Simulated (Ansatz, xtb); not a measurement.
**Relative energy of two isomers of C3H3ClO**

Structure I: `O=C=CCCl`, a singlet. Structure II: `O=C/C=C\Cl`, a singlet. Both are isolated molecules in the gas phase, relaxed with PBE0-D3(BJ)/def2-SVP; the shapes shown needn't be the lowest conformers.

I (Å):

```yaml
atoms:
  - { symbol: C, position_ang: [-1.3832, 0.6082, 1.3558] }
  - { symbol: C, position_ang: [-0.8004, -0.3118, 0.6080] }
  - { symbol: C, position_ang: [-1.4377, -1.6136, 0.2839] }
  - { symbol: Cl, position_ang: [-2.1412, -1.6673, -1.3830] }
  - { symbol: O, position_ang: [-1.8807, 1.4065, 2.0330] }
  - { symbol: H, position_ang: [0.1563, -0.0324, 0.1584] }
  - { symbol: H, position_ang: [-0.7027, -2.4275, 0.3199] }
  - { symbol: H, position_ang: [-2.2560, -1.8541, 0.9739] }
```

II (Å):

```tsv
atom	x (Å)	y (Å)	z (Å)
C	-1.3016	1.0045	-0.6983
C	-0.1575	1.5978	0.0109
C	0.5206	2.6865	-0.3770
Cl	0.1841	3.6082	-1.7873
O	-1.8783	0.0202	-0.3051
H	-1.6091	1.5268	-1.6358
H	0.1534	1.0951	0.9313
H	1.3648	3.0797	0.1950
```

**Question.** Estimate E(II) − E(I) at the level CCSD(T)/def2-SVP + ΔMP2/def2-TZVPP.

**Answer.** Too close to call at this level: CCSD(T)/def2-SVP + ΔMP2/def2-TZVPP gives E(II) − E(I) = −0.32 kcal/mol.

How the difference moves with the method:

| level | geometry | E(II) − E(I) (kcal/mol) | departure from the last row (kcal/mol) | job, with rough time for the two |
| --- | --- | --- | --- | --- |
| GFN2-xTB | GFN2-xTB | +7.38 | +7.70 | optimisation, 0.13 s |
| HF/STO-3G | GFN2-xTB | +5.38 | +5.70 | single point, 0.3 s |
| r2SCAN-D4/def2-SVP | GFN2-xTB | +1.19 | +1.50 | single point, 1.9 s |
| PBE0-D3(BJ)/def2-SVP | PBE0-D3(BJ)/def2-SVP | +1.06 | +1.38 | optimisation, 21 s |
| HF/def2-SVP | PBE0-D3(BJ)/def2-SVP | −0.35 | −0.03 | part of the CCSD(T) run |
| MP2/def2-SVP | PBE0-D3(BJ)/def2-SVP | +1.27 | +1.59 | part of the CCSD(T) run |
| CCSD(T)/def2-SVP | PBE0-D3(BJ)/def2-SVP | −1.21 | −0.90 | single point |
| CCSD(T)/def2-SVP + ΔMP2/def2-TZVPP | PBE0-D3(BJ)/def2-SVP | −0.32 |  | single point, 16 s |

As drawn, both hold the same kinds of bond in the same numbers.

The largest departure from CCSD(T)/def2-SVP + ΔMP2/def2-TZVPP is that of GFN2-xTB, 7.70 kcal/mol. The last row adds to CCSD(T) the change of the MP2 difference between the two basis sets, here +0.90 kcal/mol.

With harmonic frequencies from PBE0-D3(BJ)/def2-SVP (ideal gas, rigid rotor, one conformer each, 298.15 K, 1 atm): the zero-point term adds +0.04 kcal/mol; ΔH is −0.42 and ΔG +0.12 kcal/mol.

The correlated steps freeze 9 core orbitals. Mirror images aren't counted in ΔG. Codes used: Ansatz 0.2.0, xtb 6.7.1; the last row on 2 threads of Intel(R) Xeon(R) 6975P-C (Granite Rapids) on a shared host.
